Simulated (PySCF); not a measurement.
```xyz
3
charge 0 multiplicity 1, angstrom
Mg    0.0000    0.0000    0.0000
Cl    0.0000    0.0000    2.1773
Cl    0.0000    0.0000   -2.1773
```

Method: B3LYP/[Mg def2-TZVP, Cl def2-TZVP], no relativity, density fitting, PySCF.

This geometry of MgCl₂ is a stationary point at this level.

Task: What is the point group?

Result: D∞h.

Task: Is it a minimum?

Result: Yes: all harmonic wavenumbers are real.

Task: List the harmonic modes with their infrared intensities.

Result: 
```json
{"symmetry": "πu", "ω (cm⁻¹)": "109", "IR (km/mol, summed over degenerate members)": "108"}
{"symmetry": "σg+", "ω (cm⁻¹)": "320", "IR (km/mol, summed over degenerate members)": "0.0"}
{"symmetry": "σu+", "ω (cm⁻¹)": "615", "IR (km/mol, summed over degenerate members)": "149"}
```

Task: What is the atomisation energy, with and without zero-point energy?

Result: 748 kJ/mol without, 741 kJ/mol with.

In D∞h the vibrations span πu + σg+ + σu+. The σg+ mode carries no infrared intensity, as symmetry demands. With a centre of inversion only u modes can be infrared active and only g modes Raman active.
